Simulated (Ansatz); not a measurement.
**Al2H2 (triplet): from Hartree-Fock to the top rungs at distance Al1–H3 = 1.575 Å, 6-31G**

How much of the correlation energy of Al2H2 (triplet) does each wave-function method recover here?

The runs use Ansatz 0.2.0, Gaussian basis; 6-31G, core rule «outside noble gas», up to 10 orbitals frozen.

Plan: UHF; CCSD(T) on ROHF; CCSD(T) on UHF; BCCD(T) on ROHF; CISD; CCSDT(Q) on ROHF; CCSDT(Q) on UHF; CISDTQ; CASSCF and MRCISD+Q, 4 electrons in 4 orbitals; CASSCF and NEVPT2, 4 electrons in 4 orbitals; CASSCF and MRCISD+Q, 8 electrons in 10 orbitals; CASSCF and NEVPT2, 8 electrons in 10 orbitals; Full CI.

15 further runs of the same task are left out: 9 that didn't finish, 6 set aside as unsound or not needed.

**1. The system**

The geometry derives from a PBE0/def2-TZVP stationary point (not a proven minimum). One bond is set to the value named and the two fragments are kept rigid.

4 atoms, charge 0, spin multiplicity 3.

Atoms are counted from 1 here; the program's logs count them from 0.

Bond lengths: Al1–Al2 2.300 Å, Al1–H3 1.575 Å, Al2–H4 1.575 Å. Angles: Al2–Al1–H3 180.0°, Al1–Al2–H4 180.0°.

**2. UHF**

Input file in.yaml:

```yaml
crystal:
  periodic: [false, false, false]
  atoms:
    - {symbol: Al, position_ang: [0.000000, 0.000000, 1.150006]}
    - {symbol: Al, position_ang: [0.000000, 0.000000, -1.150006]}
    - {symbol: H, position_ang: [0.000000, 0.000000, 2.724549]}
    - {symbol: H, position_ang: [0.000000, 0.000000, -2.724549]}
basis:
  gaussian: {orbitals: 6-31G}
magnetization: {spin_polarized: true, initial_magnetization: 2}
hamiltonian: {xc: hf}
output: {orbitals: {seedname: orbitals}}
```

Started as:

```bash
$ ansatz run in.yaml --threads 1 --pin off --events-out ev --progress --plain --max-ram 2393MiB
```

The runs that follow: CCSD(T) on ROHF; CCSD(T) on UHF; BCCD(T) on ROHF; CISD; CCSDT(Q) on ROHF; CCSDT(Q) on UHF; CISDTQ; CASSCF and MRCISD+Q, 4 electrons in 4 orbitals; CASSCF and NEVPT2, 4 electrons in 4 orbitals; CASSCF and MRCISD+Q, 8 electrons in 10 orbitals; CASSCF and NEVPT2, 8 electrons in 10 orbitals; Full CI.

**Question.** What will the summary of the whole plan be? Wanted: FCI below the RHF energy; RMP2 from FCI; UMP2 from FCI; RCCSD from FCI; RCCSD(T) from FCI; UCCSD(T) from FCI; RCCSDT(Q) from FCI; UCCSDT(Q) from FCI; NEVPT2 pair from FCI.

**Answer**, as computed:

| quantity | value |
| --- | --- |
| FCI below the RHF energy | -2.3596 eV |
| RMP2 from FCI | +759.4 meV |
| UMP2 from FCI | +733.3 meV |
| RCCSD from FCI | +80.1 meV |
| RCCSD(T) from FCI | +28.9 meV |
| UCCSD(T) from FCI | +29.0 meV |
| RCCSDT(Q) from FCI | +2.0 meV |
| UCCSDT(Q) from FCI | +1.9 meV |
| NEVPT2 pair from FCI | +702.5 meV |
| MRCISD+Q pair from FCI | +6.2 meV |
| NEVPT2 valence from FCI | +176.4 meV |
| levels within 1 kcal/mol (43 meV) | RCCSD(T), UCCSD(T), BCCD(T), RCCSDT, UCCSDT, CISDTQ, RCCSDT(Q), UCCSDT(Q), MRCISD+Q pair, MRCISD valence, MRCISD+Q valence |
| T1 diagnostic | 0.024 |
| effectively unpaired electrons | 2.06 |

**Reading.** RCCSD(T) lands +28.9 meV from the yardstick (1.2 % of the correlation energy). One determinant dominates. Of the multireference levels listed MRCISD+Q valence comes nearest in total energy (+5.6 meV), which doesn't show that its space is the better one. These misses are within one basis, not against nature; the frozen cores of restricted and unrestricted runs differ, which can shift their rows.
